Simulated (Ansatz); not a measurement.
C2H3NO can be A, `OC1=CN1`, or B, `COC#N`.

Isolated molecules relaxed with PBE0-D4/def2-TZVP in Ansatz; ΔE leaves out vibrations. CCSD(T)/CBS adds triple-zeta CCSD(T) − MP2 to the extrapolated MP2 energy (def2 sets, frozen cores). DFT in def2-TZVPP. One conformer a species, not always the lowest.

A:

```xyz
7

O     0.662   -1.325   -0.741
C     0.264   -0.194   -0.203
C     0.447    1.020    0.137
N    -0.977    0.332    0.266
H    -0.084   -1.937   -0.743
H     0.789    2.029    0.036
H    -1.102    0.074    1.249
```

B:

```xyz
7

C    -0.1483    0.5708    0.6051
O     0.5970   -0.6056    0.2264
C     0.3513   -1.0456   -0.9512
N     0.1532   -1.4682   -2.0074
H     0.0873    1.3905   -0.0739
H    -1.2163    0.3524    0.5858
H     0.1759    0.8057    1.6151
```

Q: Which is lower in electronic energy at CCSD(T)/CBS, and by how much? (Best estimate.)

A: The calculation gave: B, by 55.0 kcal/mol.

Q: Give E(B) − E(A) in kcal/mol with B2PLYP, CCSD(T)/def2-TZVPP, PBE-D4, CCSD(T)/def2-SVP, PBE0-D4, LDA (SPW92), CCSD/def2-TZVPP. (An estimate is asked.)

A: Computed: B2PLYP -58.3, CCSD(T)/def2-TZVPP -57.6, PBE-D4 -49.5, CCSD(T)/def2-SVP -61.3, PBE0-D4 -51.0, LDA (SPW92) -43.9, CCSD/def2-TZVPP -59.0. None reverses the order clearly.

Q: Does the order hold for the free energy at 298.15 K (harmonic terms from PBE0-D4)? (Best estimate.)

A: Ansatz gave: Yes: G(B) − G(A) = -54.4 kcal/mol, for one conformer each.

Largest T1 diagnostic: 0.014.

From PBE to PBE0 (25 % exact exchange), in def2-TZVPP and without D4, E(B) − E(A) moves by −1.5 kcal/mol. In def2-TZVPP, CCSD(T) changes the Hartree–Fock value by +10.1 kcal/mol (the triples alone add +1.3 kcal/mol) and MP2 by +10.0 kcal/mol.
